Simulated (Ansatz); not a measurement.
Start from AlAs in the zinc blende structure (space group F-43m, No. 216; a = 5.7281 Å).

Levels (all Ansatz, a first-principles code, PAW, earlier PAW set): PBE (420 eV, without spin-orbit coupling); PBEsol (420 eV, without spin-orbit coupling).

Levels that relaxed their own cell: PBE and PBEsol.

| level | band gap | lattice parameter a |
|---|---|---|
| PBE | 1.50 eV | 5.728 Å |
| PBEsol | 1.34 eV | 5.674 Å |

Measured: band gap 2.28 eV (static lattice; corrected from measurement; as listed in Wei Chen et al., Physical Review Materials (2018)); lattice parameter a 5.649 Å (static lattice; corrected from measurement; as listed in Daniel Mejia-Rodriguez, S. B. Trickey, Phys. Rev. B (2018)).

Computed minus measured — band gap: PBE -0.78 eV, PBEsol -0.94 eV (closest: PBE); lattice parameter a: PBE +1.4 %, PBEsol +0.4 % (closest: PBEsol). A measured gap can be an optical one, lowered by exciton binding. Levels without spin-orbit coupling miss its lowering of the gap, often about a third of the valence-band splitting.

Stability against distortions was not tested.
